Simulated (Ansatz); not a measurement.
Geometry optimisation, RKS PBE-D4/6-31G (Ansatz).

Input:

```yaml
crystal:
  periodic: [false, false, false]
  atoms:
    - { symbol: C, position_ang: [0.0395, -1.6906, 1.0451] }
    - { symbol: C, position_ang: [0.3243, -0.5415, 0.0519] }
    - { symbol: O, position_ang: [-0.6771, 0.5053, 0.1919] }
    - { symbol: C, position_ang: [-0.4155, 1.5878, -0.605] }
    - { symbol: "N", position_ang: [0.4595, 1.6858, -1.4827] }
    - { symbol: F, position_ang: [-1.3632, 2.5982, -0.5087] }
    - { symbol: H, position_ang: [0.7345, -2.4658, 0.9585] }
    - { symbol: H, position_ang: [-0.9767, -2.0171, 0.8385] }
    - { symbol: H, position_ang: [0.0031, -1.2495, 2.1027] }
    - { symbol: H, position_ang: [1.3308, -0.1467, 0.293] }
    - { symbol: H, position_ang: [0.2841, -0.9305, -0.9487] }
    - { symbol: H, position_ang: [0.3336, 2.6094, -1.9025] }
basis:
  gaussian: { orbitals: "6-31G" }
hamiltonian:
  xc: pbe
  dispersion: d4
relax:
  f_tol: 0.015
  max_steps: 40
output:
  orbitals: {}
```

Command:

```bash
$ ansatz run input.yaml --threads 1 --pin off --max-ram 2048MiB --backend cpu --events-out ev --progress --plain --runs-dir out
```

Q: Where does it end, and by what steps?

A: The forces met the threshold. Limits of this set-up: no polarisation functions. After 7 steps the energy has fallen by 0.495 eV; F6 moved furthest, 0.22 Å.

```
step  energy less start (eV)  largest force component (eV/Å)  accepted
   0                  0.0000                           3.341       yes
   1                 -0.3644                           1.176       yes
   2                 -0.3836                           1.347       yes
   3                 -0.4730                           0.663       yes
   4                 -0.4894                           0.291       yes
   5                 -0.4941                           0.095       yes
   6                 -0.4945                           0.037       yes
   7                 -0.4946                           0.005       yes
```

```xyz
12
Properties=species:S:1:pos:R:3
C -0.013 -1.640 1.060
C 0.369 -0.574 0.052
O -0.641 0.520 0.196
C -0.460 1.587 -0.621
N 0.472 1.736 -1.476
F -1.489 2.509 -0.354
H 0.701 -2.479 1.001
H -1.024 -2.029 0.859
H 0.008 -1.237 2.086
H 1.365 -0.137 0.232
H 0.334 -0.927 -0.992
H 0.454 2.614 -2.010
```

The run took 32 s on 1 thread of Arm Neoverse V1, with other jobs on the host, peak memory 0.17 GiB.
